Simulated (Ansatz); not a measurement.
# AlBH4: the cost of one run

All numbers below are computed with Ansatz 0.2.0 (RKS B3LYP-D4/def2-SVP).

## (1) The system as given

Bond lengths: B1–Al2 2.106 Å, B1–H3 1.208 Å, B1–H4 1.178 Å, Al2–H5 1.608 Å, Al2–H6 1.605 Å. Angles: B1–Al2–H5 118.6°, B1–Al2–H6 121.6°, H5–Al2–H6 119.8°, Al2–B1–H3 115.8°, Al2–B1–H4 117.9°, H3–B1–H4 126.1°.

As a file:

```xyz
6

B     0.0062   -1.1516    0.0457
Al    0.0189    0.9532   -0.0370
H    -0.9144   -1.6482    0.6490
H     0.8340   -1.7321   -0.5585
H     1.1597    1.6829   -0.9043
H    -1.0624    1.8317    0.7589
```

## (2) End point A

The input, input.yaml:

```yaml
crystal:
  periodic: [false, false, false]
  atoms:
    - { symbol: B, position_ang: [0.0062, -1.1516, 0.0457] }
    - { symbol: Al, position_ang: [0.0189, 0.9532, -0.037] }
    - { symbol: H, position_ang: [-0.9144, -1.6482, 0.649] }
    - { symbol: H, position_ang: [0.834, -1.7321, -0.5585] }
    - { symbol: H, position_ang: [1.1597, 1.6829, -0.9043] }
    - { symbol: H, position_ang: [-1.0624, 1.8317, 0.7589] }
basis:
  gaussian: { orbitals: def2-SVP }
hamiltonian:
  xc: b3lyp
  dispersion: d4
relax:
  f_tol: 0.02
  max_steps: 50
```

Launch:

```
$ ansatz run input.yaml --threads 1 --pin off --max-ram 2048MiB --backend cpu --events-out ev --progress --plain --runs-dir out
```

Q: Estimate wall time and peak memory on 1 thread of Intel Xeon at 2.50GHz (Skylake/Cascade Lake), shared host.

About 26 s, with a peak of 0.12 GiB.
